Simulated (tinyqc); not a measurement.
Worked calculation (part 2 of 3): UHF in the sto-6g basis, for NH3+, spin multiplicity 2. Computed by tinyqc, a small Python program that keeps every step (integrals from PySCF). Command: `OMP_NUM_THREADS=1 python tinyqc.py 26979 26980 out.jsonl` (the two numbers bound the seeds that draw the settings). One thread of a shared host (Intel(R) Xeon(R) Processor @ 2.60GHz), about 0.2 s of CPU time with the checks.

Geometry (angstrom):
```
atom,x,y,z
N,0.0000,0.0000,0.2260
H,1.2630,0.0000,0.0000
H,-0.6320,1.0940,0.0000
H,-0.6320,-1.0940,0.0000
```

## Iteration 1: diagonalisation and new density

F(alpha) (hartree):
```
,1N 1s,1N 2s,1N 2px,1N 2py,1N 2pz,2H 1s,3H 1s,4H 1s
1N 1s,-14.5706,-3.5841,0.0000,0.0000,-0.0043,-0.5106,-0.5101,-0.5101
1N 2s,-3.5841,-1.6636,0.0000,0.0000,0.0203,-0.4957,-0.4954,-0.4954
1N 2px,0.0000,0.0000,-0.1958,0.0000,0.0000,-0.2762,0.1381,0.1381
1N 2py,0.0000,0.0000,0.0000,-0.1956,0.0000,0.0000,-0.2391,0.2391
1N 2pz,-0.0043,0.0203,0.0000,0.0000,-0.1699,0.0550,0.0550,0.0550
2H 1s,-0.5106,-0.4957,-0.2762,0.0000,0.0550,-0.3190,-0.1140,-0.1140
3H 1s,-0.5101,-0.4954,0.1381,-0.2391,0.0550,-0.1140,-0.3190,-0.1140
4H 1s,-0.5101,-0.4954,0.1381,0.2391,0.0550,-0.1140,-0.1140,-0.3190
```

F(beta) (hartree):
```
,1N 1s,1N 2s,1N 2px,1N 2py,1N 2pz,2H 1s,3H 1s,4H 1s
1N 1s,-14.5480,-3.5509,0.0000,0.0000,0.0013,-0.5053,-0.5048,-0.5048
1N 2s,-3.5509,-1.4954,0.0000,0.0000,0.1458,-0.4651,-0.4648,-0.4648
1N 2px,0.0000,0.0000,-0.1521,0.0000,0.0000,-0.2692,0.1346,0.1346
1N 2py,0.0000,0.0000,0.0000,-0.1519,0.0000,0.0000,-0.2330,0.2330
1N 2pz,0.0013,0.1458,0.0000,0.0000,0.5791,0.0593,0.0592,0.0592
2H 1s,-0.5053,-0.4651,-0.2692,0.0000,0.0593,-0.3103,-0.1082,-0.1082
3H 1s,-0.5048,-0.4648,0.1346,-0.2330,0.0592,-0.1082,-0.3103,-0.1081
4H 1s,-0.5048,-0.4648,0.1346,0.2330,0.0592,-0.1082,-0.1081,-0.3103
```

X:
```
,1N 1s,1N 2s,1N 2px,1N 2py,1N 2pz,2H 1s,3H 1s,4H 1s
1N 1s,1.0225,-0.1349,0.0000,0.0000,0.0027,0.0165,0.0165,0.0165
1N 2s,-0.1349,1.1786,0.0000,0.0000,-0.0268,-0.1949,-0.1947,-0.1947
1N 2px,0.0000,0.0000,1.0772,0.0000,0.0000,-0.2013,0.1006,0.1006
1N 2py,0.0000,0.0000,0.0000,1.0771,0.0000,0.0000,-0.1742,0.1742
1N 2pz,0.0027,-0.0268,0.0000,0.0000,1.0045,0.0331,0.0331,0.0331
2H 1s,0.0165,-0.1949,-0.2013,0.0000,0.0331,1.1070,-0.0239,-0.0239
3H 1s,0.0165,-0.1947,0.1006,-0.1742,0.0331,-0.0239,1.1068,-0.0239
4H 1s,0.0165,-0.1947,0.1006,0.1742,0.0331,-0.0239,-0.0239,1.1068
```

D(alpha) at the start:
```
,1N 1s,1N 2s,1N 2px,1N 2py,1N 2pz,2H 1s,3H 1s,4H 1s
1N 1s,1.0623,-0.2842,0.0000,0.0000,0.0075,0.0313,0.0313,0.0313
1N 2s,-0.2842,1.2885,0.0001,0.0000,-0.0438,-0.1340,-0.1339,-0.1339
1N 2px,0.0000,0.0001,1.1342,0.0000,0.0000,-0.1697,0.0848,0.0848
1N 2py,0.0000,0.0000,0.0000,1.1340,0.0000,0.0000,-0.1468,0.1468
1N 2pz,0.0075,-0.0438,0.0000,0.0000,1.0080,0.0287,0.0287,0.0287
2H 1s,0.0313,-0.1340,-0.1697,0.0000,0.0287,0.0399,0.0018,0.0018
3H 1s,0.0313,-0.1339,0.0848,-0.1468,0.0287,0.0018,0.0398,0.0018
4H 1s,0.0313,-0.1339,0.0848,0.1468,0.0287,0.0018,0.0018,0.0398
```

D(beta) at the start:
```
,1N 1s,1N 2s,1N 2px,1N 2py,1N 2pz,2H 1s,3H 1s,4H 1s
1N 1s,1.0612,-0.2793,0.0000,0.0000,0.0399,0.0316,0.0316,0.0316
1N 2s,-0.2793,1.2661,0.0001,0.0000,-0.1920,-0.1352,-0.1351,-0.1351
1N 2px,0.0000,0.0001,1.1342,0.0000,-0.0001,-0.1697,0.0848,0.0848
1N 2py,0.0000,0.0000,0.0000,1.1340,0.0000,0.0000,-0.1468,0.1468
1N 2pz,0.0399,-0.1920,-0.0001,0.0000,0.0291,0.0205,0.0205,0.0205
2H 1s,0.0316,-0.1352,-0.1697,0.0000,0.0205,0.0398,0.0018,0.0018
3H 1s,0.0316,-0.1351,0.0848,-0.1468,0.0205,0.0018,0.0398,0.0018
4H 1s,0.0316,-0.1351,0.0848,0.1468,0.0205,0.0018,0.0018,0.0398
```

overlap S:
```
,1N 1s,1N 2s,1N 2px,1N 2py,1N 2pz,2H 1s,3H 1s,4H 1s
1N 1s,1.0000,0.2294,0.0000,0.0000,0.0000,0.0323,0.0323,0.0323
1N 2s,0.2294,1.0000,0.0000,0.0000,0.0000,0.3430,0.3428,0.3428
1N 2px,0.0000,0.0000,1.0000,0.0000,0.0000,0.3318,-0.1659,-0.1659
1N 2py,0.0000,0.0000,0.0000,1.0000,0.0000,0.0000,0.2872,-0.2872
1N 2pz,0.0000,0.0000,0.0000,0.0000,1.0000,-0.0594,-0.0593,-0.0593
2H 1s,0.0323,0.3430,0.3318,0.0000,-0.0594,1.0000,0.0883,0.0883
3H 1s,0.0323,0.3428,-0.1659,0.2872,-0.0593,0.0883,1.0000,0.0883
4H 1s,0.0323,0.3428,-0.1659,-0.2872,-0.0593,0.0883,0.0883,1.0000
```

Diagonalise F' = X^T F X, C = X C', fill 5 alpha and 4 beta electrons from the bottom; D(s) = C_occ C_occ^T; the new density keeps 0.5 of the old one (damping). Each column has its largest component positive (the first on a tie).

F' = X^T F X (alpha) (hartree):
```
,1,2,3,4,5,6,7,8
1,-14.3198,-1.8646,0.0000,0.0000,0.0022,-0.0546,-0.0545,-0.0545
2,-1.8646,-0.8964,0.0000,0.0000,-0.0174,-0.2355,-0.2353,-0.2353
3,0.0000,0.0000,-0.0600,0.0000,0.0000,-0.2642,0.1321,0.1321
4,0.0000,0.0000,0.0000,-0.0600,0.0000,0.0000,-0.2286,0.2286
5,0.0022,-0.0174,0.0000,0.0000,-0.1618,0.0453,0.0453,0.0453
6,-0.0546,-0.2355,-0.2642,0.0000,0.0453,-0.1154,-0.0301,-0.0301
7,-0.0545,-0.2353,0.1321,-0.2286,0.0453,-0.0301,-0.1157,-0.0301
8,-0.0545,-0.2353,0.1321,0.2286,0.0453,-0.0301,-0.0301,-0.1157
```

orbital energies (alpha) (hartree): MO1 -14.5756, MO2 -0.8648, MO3 -0.3964, MO4 -0.3963, MO5 -0.1863, MO6 0.0728, MO7 0.2507, MO8 0.2511

coefficients C (alpha):
```
,MO1,MO2,MO3,MO4,MO5,MO6,MO7,MO8
1N 1s,0.9950,-0.2272,0.0000,0.0000,-0.0517,-0.1417,0.0000,-0.0001
1N 2s,0.0224,0.8631,0.0000,0.0000,0.2772,0.8363,0.0000,0.0009
1N 2px,0.0000,0.0000,0.5689,0.0000,-0.0001,-0.0008,0.0000,0.9474
1N 2py,0.0000,0.0000,0.0000,0.5688,0.0000,0.0000,0.9473,0.0000
1N 2pz,-0.0004,-0.0287,0.0000,0.0000,0.9342,-0.3735,0.0000,-0.0003
2H 1s,-0.0037,0.1325,0.5259,0.0000,-0.1604,-0.6078,0.0000,-0.7855
3H 1s,-0.0037,0.1324,-0.2632,0.4557,-0.1603,-0.6085,-0.6796,0.3920
4H 1s,-0.0037,0.1324,-0.2632,-0.4557,-0.1603,-0.6085,0.6796,0.3920
```

F' = X^T F X (beta) (hartree):
```
,1,2,3,4,5,6,7,8
1,-14.3022,-1.8524,0.0000,0.0000,-0.0069,-0.0554,-0.0553,-0.0553
2,-1.8524,-0.7190,0.0000,0.0000,0.1064,-0.2313,-0.2311,-0.2311
3,0.0000,0.0000,-0.0136,0.0000,0.0000,-0.2654,0.1327,0.1327
4,0.0000,0.0000,0.0000,-0.0136,0.0000,0.0000,-0.2296,0.2296
5,-0.0069,0.1064,0.0000,0.0000,0.5881,0.0503,0.0503,0.0503
6,-0.0554,-0.2313,-0.2654,0.0000,0.0503,-0.1135,-0.0297,-0.0297
7,-0.0553,-0.2311,0.1327,-0.2296,0.0503,-0.0297,-0.1137,-0.0297
8,-0.0553,-0.2311,0.1327,0.2296,0.0503,-0.0297,-0.0297,-0.1137
```

orbital energies (beta) (hartree): MO1 -14.5518, MO2 -0.7475, MO3 -0.3756, MO4 -0.3755, MO5 0.0908, MO6 0.2778, MO7 0.2782, MO8 0.6024

coefficients C (beta):
```
,MO1,MO2,MO3,MO4,MO5,MO6,MO7,MO8
1N 1s,0.9957,-0.2113,0.0000,0.0000,-0.1680,0.0000,-0.0001,-0.0145
1N 2s,0.0196,0.7859,0.0000,0.0000,0.9501,0.0000,0.0009,0.0320
1N 2px,0.0000,0.0000,0.5362,0.0000,-0.0008,0.0000,0.9663,0.0000
1N 2py,0.0000,0.0000,0.0000,0.5361,0.0000,0.9662,0.0000,0.0000
1N 2pz,-0.0008,-0.0923,0.0000,0.0000,-0.0397,0.0000,-0.0001,1.0015
2H 1s,-0.0033,0.1806,0.5525,0.0000,-0.6131,0.0000,-0.7671,0.0658
3H 1s,-0.0033,0.1805,-0.2764,0.4787,-0.6136,-0.6637,0.3828,0.0658
4H 1s,-0.0033,0.1805,-0.2764,-0.4787,-0.6136,0.6637,0.3828,0.0658
```

D(alpha) after iteration 1:
```
,1N 1s,1N 2s,1N 2px,1N 2py,1N 2pz,2H 1s,3H 1s,4H 1s
1N 1s,1.0533,-0.2361,0.0000,0.0000,-0.0173,0.0029,0.0029,0.0029
1N 2s,-0.2361,1.0554,0.0000,0.0000,0.0952,-0.0321,-0.0321,-0.0321
1N 2px,0.0000,0.0000,0.7289,0.0000,0.0000,0.0648,-0.0324,-0.0324
1N 2py,0.0000,0.0000,0.0000,0.7288,0.0000,0.0000,0.0562,-0.0562
1N 2pz,-0.0173,0.0952,0.0000,0.0000,0.9408,-0.0625,-0.0625,-0.0625
2H 1s,0.0029,-0.0321,0.0648,0.0000,-0.0625,0.1799,-0.0467,-0.0467
3H 1s,0.0029,-0.0321,-0.0324,0.0562,-0.0625,-0.0467,0.1800,-0.0467
4H 1s,0.0029,-0.0321,-0.0324,-0.0562,-0.0625,-0.0467,-0.0467,0.1800
```

D(beta) after iteration 1:
```
,1N 1s,1N 2s,1N 2px,1N 2py,1N 2pz,2H 1s,3H 1s,4H 1s
1N 1s,1.0486,-0.2129,0.0000,0.0000,0.0293,-0.0049,-0.0049,-0.0049
1N 2s,-0.2129,0.9420,0.0000,0.0000,-0.1323,0.0033,0.0033,0.0033
1N 2px,0.0000,0.0000,0.7108,0.0000,0.0000,0.0633,-0.0317,-0.0317
1N 2py,0.0000,0.0000,0.0000,0.7107,0.0000,0.0000,0.0549,-0.0549
1N 2pz,0.0293,-0.1323,0.0000,0.0000,0.0188,0.0019,0.0019,0.0019
2H 1s,-0.0049,0.0033,0.0633,0.0000,0.0019,0.1888,-0.0592,-0.0592
3H 1s,-0.0049,0.0033,-0.0317,0.0549,0.0019,-0.0592,0.1890,-0.0592
4H 1s,-0.0049,0.0033,-0.0317,-0.0549,0.0019,-0.0592,-0.0592,0.1890
```

## Iteration 2: building the Fock matrix

core Hamiltonian H = T + V (hartree):
```
,1N 1s,1N 2s,1N 2px,1N 2py,1N 2pz,2H 1s,3H 1s,4H 1s
1N 1s,-25.6741,-5.6096,0.0000,0.0000,0.0055,-0.7955,-0.7947,-0.7947
1N 2s,-5.6096,-7.4230,0.0000,0.0000,0.0645,-2.0844,-2.0830,-2.0830
1N 2px,0.0000,0.0000,-6.1889,0.0000,0.0000,-1.7258,0.8628,0.8628
1N 2py,0.0000,0.0000,0.0000,-6.1888,0.0000,0.0000,-1.4935,1.4935
1N 2pz,0.0055,0.0645,0.0000,0.0000,-6.0853,0.3209,0.3206,0.3206
2H 1s,-0.7955,-2.0844,-1.7258,0.0000,0.3209,-3.8133,-0.4658,-0.4658
3H 1s,-0.7947,-2.0830,0.8628,-1.4935,0.3206,-0.4658,-3.8125,-0.4658
4H 1s,-0.7947,-2.0830,0.8628,1.4935,0.3206,-0.4658,-0.4658,-3.8125
```

nuclear repulsion = 9.384727 hartree

Given earlier and not repeated: Two-electron integrals (ij|kl) in chemists' order.

J_ij = sum D_kl (ij|kl) with D = D(alpha) + D(beta), K_ij = sum D_kl (ik|jl) for each spin; F = H + J - K(s); E = tr D H + tr D J / 2 - 0.5 sum_s tr D(s) K(s) + E_nn.

Coulomb J (hartree):
```
,1N 1s,1N 2s,1N 2px,1N 2py,1N 2pz,2H 1s,3H 1s,4H 1s
1N 1s,14.4327,2.5091,0.0000,0.0000,-0.0060,0.3636,0.3632,0.3632
1N 2s,2.5091,6.5009,0.0000,0.0000,-0.0440,1.7784,1.7772,1.7772
1N 2px,0.0000,0.0000,6.5249,0.0000,0.0000,1.5751,-0.7875,-0.7875
1N 2py,0.0000,0.0000,0.0000,6.5249,0.0000,0.0000,1.3631,-1.3631
1N 2pz,-0.0060,-0.0440,0.0000,0.0000,6.4528,-0.2895,-0.2892,-0.2892
2H 1s,0.3636,1.7784,1.5751,0.0000,-0.2895,3.6334,0.3878,0.3878
3H 1s,0.3632,1.7772,-0.7875,1.3631,-0.2892,0.3878,3.6327,0.3878
4H 1s,0.3632,1.7772,-0.7875,-1.3631,-0.2892,0.3878,0.3878,3.6327
```

exchange K(alpha) (hartree):
```
,1N 1s,1N 2s,1N 2px,1N 2py,1N 2pz,2H 1s,3H 1s,4H 1s
1N 1s,4.2779,0.6662,0.0000,0.0000,-0.0002,0.1037,0.1036,0.1036
1N 2s,0.6662,1.1360,0.0000,0.0000,0.0332,0.3183,0.3181,0.3181
1N 2px,0.0000,0.0000,0.8550,0.0000,0.0000,0.2574,-0.1287,-0.1287
1N 2py,0.0000,0.0000,0.0000,0.8549,0.0000,0.0000,0.2228,-0.2228
1N 2pz,-0.0002,0.0332,0.0000,0.0000,0.9637,-0.0559,-0.0558,-0.0558
2H 1s,0.1037,0.3183,0.2574,0.0000,-0.0559,0.3113,0.0541,0.0541
3H 1s,0.1036,0.3181,-0.1287,0.2228,-0.0558,0.0541,0.3112,0.0541
4H 1s,0.1036,0.3181,-0.1287,-0.2228,-0.0558,0.0541,0.0541,0.3112
```

exchange K(beta) (hartree):
```
,1N 1s,1N 2s,1N 2px,1N 2py,1N 2pz,2H 1s,3H 1s,4H 1s
1N 1s,4.2514,0.6342,0.0000,0.0000,-0.0036,0.0983,0.0982,0.0982
1N 2s,0.6342,0.9496,0.0000,0.0000,-0.1120,0.2918,0.2916,0.2916
1N 2px,0.0000,0.0000,0.7952,0.0000,0.0000,0.2507,-0.1253,-0.1253
1N 2py,0.0000,0.0000,0.0000,0.7951,0.0000,0.0000,0.2170,-0.2170
1N 2pz,-0.0036,-0.1120,0.0000,0.0000,0.2359,-0.0447,-0.0446,-0.0446
2H 1s,0.0983,0.2918,0.2507,0.0000,-0.0447,0.3109,0.0484,0.0484
3H 1s,0.0982,0.2916,-0.1253,0.2170,-0.0446,0.0484,0.3108,0.0484
4H 1s,0.0982,0.2916,-0.1253,-0.2170,-0.0446,0.0484,0.0484,0.3108
```

F(alpha) (hartree):
```
,1N 1s,1N 2s,1N 2px,1N 2py,1N 2pz,2H 1s,3H 1s,4H 1s
1N 1s,-15.5193,-3.7667,0.0000,0.0000,-0.0003,-0.5356,-0.5351,-0.5351
1N 2s,-3.7667,-2.0582,-0.0001,0.0000,-0.0127,-0.6243,-0.6238,-0.6238
1N 2px,0.0000,-0.0001,-0.5190,0.0000,0.0000,-0.4081,0.2040,0.2040
1N 2py,0.0000,0.0000,0.0000,-0.5188,0.0000,0.0000,-0.3532,0.3532
1N 2pz,-0.0003,-0.0127,0.0000,0.0000,-0.5962,0.0873,0.0873,0.0873
2H 1s,-0.5356,-0.6243,-0.4081,0.0000,0.0873,-0.4912,-0.1321,-0.1321
3H 1s,-0.5351,-0.6238,0.2040,-0.3532,0.0873,-0.1321,-0.4909,-0.1321
4H 1s,-0.5351,-0.6238,0.2040,0.3532,0.0873,-0.1321,-0.1321,-0.4909
```

F(beta) (hartree):
```
,1N 1s,1N 2s,1N 2px,1N 2py,1N 2pz,2H 1s,3H 1s,4H 1s
1N 1s,-15.4927,-3.7347,0.0000,0.0000,0.0031,-0.5302,-0.5297,-0.5297
1N 2s,-3.7347,-1.8718,-0.0001,0.0000,0.1325,-0.5978,-0.5974,-0.5974
1N 2px,0.0000,-0.0001,-0.4592,0.0000,0.0000,-0.4013,0.2007,0.2007
1N 2py,0.0000,0.0000,0.0000,-0.4591,0.0000,0.0000,-0.3474,0.3474
1N 2pz,0.0031,0.1325,0.0000,0.0000,0.1316,0.0761,0.0761,0.0761
2H 1s,-0.5302,-0.5978,-0.4013,0.0000,0.0761,-0.4908,-0.1264,-0.1264
3H 1s,-0.5297,-0.5974,0.2007,-0.3474,0.0761,-0.1264,-0.4906,-0.1264
4H 1s,-0.5297,-0.5974,0.2007,0.3474,0.0761,-0.1264,-0.1264,-0.4906
```

total energy of this density = -54.751171 hartree

This density is a damped mixture and is not idempotent.

## Iteration 2: diagonalisation and new density

As before.

F' = X^T F X (alpha) (hartree):
```
,1,2,3,4,5,6,7,8
1,-15.2694,-1.8953,0.0000,0.0000,0.0112,-0.0549,-0.0548,-0.0548
2,-1.8953,-1.2515,0.0000,0.0000,-0.0657,-0.2821,-0.2818,-0.2818
3,0.0000,0.0000,-0.3586,0.0000,0.0000,-0.3276,0.1638,0.1638
4,0.0000,0.0000,0.0000,-0.3587,0.0000,0.0000,-0.2836,0.2836
5,0.0112,-0.0657,0.0000,0.0000,-0.5840,0.0689,0.0689,0.0689
6,-0.0549,-0.2821,-0.3276,0.0000,0.0689,-0.2374,-0.0255,-0.0255
7,-0.0548,-0.2818,0.1638,-0.2836,0.0689,-0.0255,-0.2375,-0.0254
8,-0.0548,-0.2818,0.1638,0.2836,0.0689,-0.0255,-0.0254,-0.2375
```

orbital energies (alpha) (hartree): MO1 -15.5228, MO2 -1.2344, MO3 -0.6932, MO4 -0.6930, MO5 -0.6169, MO6 -0.0191, MO7 0.1223, MO8 0.1226

coefficients C (alpha):
```
,MO1,MO2,MO3,MO4,MO5,MO6,MO7,MO8
1N 1s,0.9960,-0.2326,0.0000,0.0000,-0.0267,-0.1331,0.0000,-0.0001
1N 2s,0.0184,0.9122,-0.0002,0.0000,0.1598,0.8147,0.0000,0.0007
1N 2px,0.0000,0.0001,0.6695,0.0000,0.0002,-0.0006,0.0000,0.8792
1N 2py,0.0000,0.0000,0.0000,0.6695,0.0000,0.0000,0.8790,0.0000
1N 2pz,-0.0005,0.0116,-0.0003,0.0000,0.9615,-0.2975,0.0000,-0.0002
2H 1s,-0.0030,0.0973,0.4366,0.0000,-0.1177,-0.6240,0.0000,-0.8385
3H 1s,-0.0030,0.0972,-0.2184,0.3782,-0.1179,-0.6246,-0.7256,0.4186
4H 1s,-0.0030,0.0972,-0.2184,-0.3782,-0.1179,-0.6246,0.7256,0.4186
```

F' = X^T F X (beta) (hartree):
```
,1,2,3,4,5,6,7,8
1,-15.2470,-1.8883,0.0000,0.0000,-0.0035,-0.0546,-0.0545,-0.0545
2,-1.8883,-1.0455,0.0000,0.0000,0.0904,-0.2843,-0.2841,-0.2841
3,0.0000,0.0000,-0.2940,0.0000,0.0000,-0.3308,0.1654,0.1654
4,0.0000,0.0000,0.0000,-0.2940,0.0000,0.0000,-0.2863,0.2863
5,-0.0035,0.0904,0.0000,0.0000,0.1404,0.0528,0.0528,0.0528
6,-0.0546,-0.2843,-0.3308,0.0000,0.0528,-0.2439,-0.0242,-0.0242
7,-0.0545,-0.2841,0.1654,-0.2863,0.0528,-0.0242,-0.2440,-0.0242
8,-0.0545,-0.2841,0.1654,0.2863,0.0528,-0.0242,-0.0242,-0.2440
```

orbital energies (beta) (hartree): MO1 -15.4954, MO2 -1.0966, MO3 -0.6637, MO4 -0.6635, MO5 -0.0116, MO6 0.1497, MO7 0.1500, MO8 0.1591

coefficients C (beta):
```
,MO1,MO2,MO3,MO4,MO5,MO6,MO7,MO8
1N 1s,0.9965,-0.2180,0.0000,0.0000,-0.1541,0.0000,-0.0001,0.0109
1N 2s,0.0159,0.8394,-0.0001,0.0000,0.8965,0.0000,0.0003,-0.1147
1N 2px,0.0000,0.0001,0.6296,0.0000,-0.0005,0.0000,0.9082,-0.0029
1N 2py,0.0000,0.0000,0.0000,0.6296,0.0000,0.9080,0.0000,0.0000
1N 2pz,-0.0008,-0.0939,0.0000,0.0000,0.1279,0.0000,0.0032,0.9939
2H 1s,-0.0026,0.1450,0.4736,0.0000,-0.6037,0.0000,-0.8175,0.1681
3H 1s,-0.0026,0.1448,-0.2369,0.4103,-0.6042,-0.7080,0.4090,0.1641
4H 1s,-0.0026,0.1448,-0.2369,-0.4103,-0.6042,0.7080,0.4090,0.1641
```

D(alpha) after iteration 2:
```
,1N 1s,1N 2s,1N 2px,1N 2py,1N 2pz,2H 1s,3H 1s,4H 1s
1N 1s,1.0500,-0.2171,0.0000,0.0000,-0.0231,-0.0098,-0.0098,-0.0098
1N 2s,-0.2171,0.9567,0.0000,0.0000,0.1297,0.0188,0.0189,0.0189
1N 2px,0.0000,0.0000,0.5886,0.0000,0.0000,0.1785,-0.0893,-0.0893
1N 2py,0.0000,0.0000,0.0000,0.5885,0.0000,0.0000,0.1547,-0.1547
1N 2pz,-0.0231,0.1297,0.0000,0.0000,0.9327,-0.0873,-0.0873,-0.0873
2H 1s,-0.0098,0.0188,0.1785,0.0000,-0.0873,0.1969,-0.0593,-0.0593
3H 1s,-0.0098,0.0189,-0.0893,0.1547,-0.0873,-0.0593,0.1971,-0.0593
4H 1s,-0.0098,0.0189,-0.0893,-0.1547,-0.0873,-0.0593,-0.0593,0.1971
```

D(beta) after iteration 2:
```
,1N 1s,1N 2s,1N 2px,1N 2py,1N 2pz,2H 1s,3H 1s,4H 1s
1N 1s,1.0446,-0.1900,0.0000,0.0000,0.0245,-0.0196,-0.0196,-0.0196
1N 2s,-0.1900,0.8235,0.0000,0.0000,-0.1055,0.0624,0.0624,0.0624
1N 2px,0.0000,0.0000,0.5536,0.0000,0.0000,0.1807,-0.0904,-0.0904
1N 2py,0.0000,0.0000,0.0000,0.5535,0.0000,0.0000,0.1566,-0.1566
1N 2pz,0.0245,-0.1055,0.0000,0.0000,0.0138,-0.0058,-0.0058,-0.0058
2H 1s,-0.0196,0.0624,0.1807,0.0000,-0.0058,0.2171,-0.0752,-0.0752
3H 1s,-0.0196,0.0624,-0.0904,0.1566,-0.0058,-0.0752,0.2172,-0.0752
4H 1s,-0.0196,0.0624,-0.0904,-0.1566,-0.0058,-0.0752,-0.0752,0.2172
```
